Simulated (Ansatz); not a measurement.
Wavefunction ladder for `C=CCF`

Z-matrix (Å, degrees):
```
C
C 1 1.486
F 1 1.387 2 110.3
H 1 1.096 2 111.1 3 118.4
H 1 1.094 2 111.2 3 -120.1
C 2 1.324 1 123.6 3 126.1
H 2 1.087 1 115.9 3 -55.0
H 6 1.084 2 121.7 1 177.9
H 6 1.086 2 121.3 1 -1.7
```

Charge 0, multiplicity 1. The structure was optimised at the PBE0-D4/def2-TZVP level. It is one conformer, not always the lowest. Frozen core, restricted reference, Ansatz 0.2.0. CBS rows extrapolate triple and quadruple zeta; past MP2 they add the triple-zeta difference.

```
     basis     HF (Eh)  MP2 corr.
def2-TZVPP  -216.01247   -0.74314
def2-QZVPP  -216.02226   -0.79927
```

(1) Estimate the CCSD correlation energy and the (T) correction in each basis where they were run (hartree).

Results:

(1) 
```csv
basis,CCSD corr.,(T)
def2-TZVPP,-0.77374,-0.02934
CBS(def2),-0.87145,as TZ
```
